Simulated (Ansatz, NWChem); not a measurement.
# C3H5N (propanenitrile): from total energies to a heat of formation

C3H5N: 9 atoms, total charge 0, spin state singlet. SMILES: `CCC#N`. Geometry: relaxed at PBE0-D4/def2-TZVP.

Total energies at MP2/def2-SVPD, 4 core orbitals frozen (NWChem 7.3.0); the atoms run unrestricted:

| species | state | energy (Eh) |
| --- | --- | --- |
| C3H5N | singlet | -171.426135 |
| C | triplet | -37.699761 |
| N | quartet | -54.411740 |
| H | doublet | -0.499278 |

Harmonic wavenumbers at PBE0-D4/def2-TZVP, in cm⁻¹: 213, 220, 400, 558, 787, 857, 1038, 1096, 1110, 1287, 1347, 1410, 1464, 1490, 1498, 2383, 3066, 3070, 3104, 3150, 3153.

Measured heats of formation of the gaseous atoms at 298.15 K, in kJ/mol: C 716.9, N 472.4, H 218.0. Take 1 Eh = 2625.50 kJ/mol, 1 cm⁻¹ = 0.0119627 kJ/mol, RT = 2.479 kJ/mol.

Question: Work out the heat of formation of the gas at 298 K.

Answer: 
1. Electronic atomisation energy: 3 × (-37.699761) + (-54.411740) + 5 × (-0.499278) − (-171.426135) = 1.418722 Eh = 3724.9 kJ/mol.
2. Zero-point energy: half the sum of the wavenumbers, 16350.5 cm⁻¹ = 195.6 kJ/mol.
3. Thermal vibrational enthalpy, Σ hcν̃/(exp(hcν̃/kT) − 1): 4.8 kJ/mol. Translation, rotation and pV of a non-linear molecule: 4 RT = 9.9 kJ/mol.
4. The 9 free atoms carry 5/2 RT each: 55.8 kJ/mol.
5. Spin-orbit coupling lowers the free atoms by 3 × 0.02 = 0.1 kJ/mol.
6. Atomisation enthalpy at 298 K: 3724.9 − 0.1 − 195.6 − 4.8 − 9.9 + 55.8 = 3570.3 kJ/mol.
7. Sum of the atoms' heats of formation: 3713.1 kJ/mol. Heat of formation: 3713.1 − 3570.3 = +142.8 kJ/mol.

The tabulated value is +51.7 kJ/mol (CRC Handbook of Chemistry and Physics), so this level is off by +91.1 kJ/mol, or 2.5 % of the atomisation enthalpy that the table implies (3661.3 kJ/mol). Perturbation theory converges slowly with the basis for atomisation. A double-zeta basis underbinds. Anharmonicity and any spin-orbit splitting of the molecule are left out, and cores are frozen in the wave-function part.
